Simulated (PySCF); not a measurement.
# How the numerical set-up moves the result for PH (triplet)

The method stays; parts of the set-up, such as the basis or the Hamiltonian, are changed.

Computed with PySCF 2.14.0. Level: each script names its method and basis.

### Step 1. The starting structure

PH (triplet): 2 atoms, charge 0, spin multiplicity 3.

Bond lengths: P1–H2 1.246 Å.

### Step 2. Base script

The input, input.py:

```python
from pyscf import gto, scf, tdscf

mol = gto.M(
    atom='P 0 0 0; H 0 0 1.246',
    basis='cc-pvdz-dk',
    charge=0,
    spin=2,
    verbose=3,
)
mf = scf.UHF(mol)
mf = mf.sfx2c1e()
mf = mf.density_fit(auxbasis='def2-universal-jkfit')
mf.kernel()
td = tdscf.TDHF(mf)
td.nstates = 6
td.kernel()
td.analyze()
mf.dip_moment()
print('orbital energies (hartree):', [e[max(0, n-3):n+3].round(4) for e, n in zip(mf.mo_energy, mol.nelec)])
```

On the command line:

```bash
$ python input.py
```

Its log is not repeated here.

In short: E(SCF) = -342.082907 Eh, ⟨S²⟩ = 2.022, μ = 0.86 D, excitations 4.09, 4.09, 8.08, 8.08, 9.06 eV.

The bond length is a typed value, not an optimised one. The triplet is typed in the script; nothing here shows that it is the ground state.

### Step 3. Def2-tzvp (X2C off)

Run 1 changes basis set: cc-pvdz-dk → def2-tzvp; spin-free X2C: on → off.

The input, input.py:

```python
from pyscf import gto, scf, tdscf

mol = gto.M(
    atom='P 0 0 0; H 0 0 1.246',
    basis='def2-tzvp',
    charge=0,
    spin=2,
    verbose=3,
)
mf = scf.UHF(mol)
mf = mf.density_fit(auxbasis='def2-universal-jkfit')
mf.kernel()
td = tdscf.TDHF(mf)
td.nstates = 6
td.kernel()
td.analyze()
mf.dip_moment()
print('orbital energies (hartree):', [e[max(0, n-3):n+3].round(4) for e, n in zip(mf.mo_energy, mol.nelec)])
```

On the command line:

```bash
$ python input.py
```

### Step 4. Cc-pvtz (X2C off)

Run 2 changes basis set: cc-pvdz-dk → cc-pvtz; spin-free X2C: on → off.

Edit input.py of step 2 so:

```diff
@@ -4,3 +4,3 @@
     atom='P 0 0 0; H 0 0 1.246',
-    basis='cc-pvdz-dk',
+    basis='cc-pvtz',
     charge=0,
@@ -10,3 +10,2 @@
 mf = scf.UHF(mol)
-mf = mf.sfx2c1e()
 mf = mf.density_fit(auxbasis='def2-universal-jkfit')
```

### Step 5. 6-311++g** (X2C off)

Run 3 changes basis set: cc-pvdz-dk → 6-311++g**; spin-free X2C: on → off.

Edit input.py of step 2 so:

```diff
@@ -4,3 +4,3 @@
     atom='P 0 0 0; H 0 0 1.246',
-    basis='cc-pvdz-dk',
+    basis='6-311++g**',
     charge=0,
@@ -10,3 +10,2 @@
 mf = scf.UHF(mol)
-mf = mf.sfx2c1e()
 mf = mf.density_fit(auxbasis='def2-universal-jkfit')
```

### Step 6. Density fitting cc-pvdz-jkfit

Run 4 changes density fitting: def2-universal-jkfit → cc-pvdz-jkfit.

Edit input.py of step 2 so:

```diff
@@ -11,3 +11,3 @@
 mf = mf.sfx2c1e()
-mf = mf.density_fit(auxbasis='def2-universal-jkfit')
+mf = mf.density_fit(auxbasis='cc-pvdz-jkfit')
 mf.kernel()
```

Q: Predict the outcome of this session. Wanted: for each run, E(SCF); from base; gap, α spin; SCF dipole; after the SCF.

The runs gave:

```
                          run  E(SCF) (hartree)  from base (eV)  gap, α spin (eV)  SCF dipole (D)  functions              after the SCF
                         base       -342.082907               0             15.89            0.86         23  lowest root found 4.09 eV
          def2-tzvp (X2C off)       -341.277227  not comparable             15.08            0.77         43  lowest root found 4.02 eV
            cc-pvtz (X2C off)       -341.282402  not comparable             15.13            0.78         48  lowest root found 4.02 eV
         6-311++g** (X2C off)       -341.272804  not comparable             11.99            0.96         37  lowest root found 4.07 eV
density fitting cc-pvdz-jkfit       -342.082874         +0.0009             15.89            0.86         23  lowest root found 4.09 eV
```

In words: The dearest run is “cc-pvtz (X2C off)”, at 7.3 s against 1.3 s.
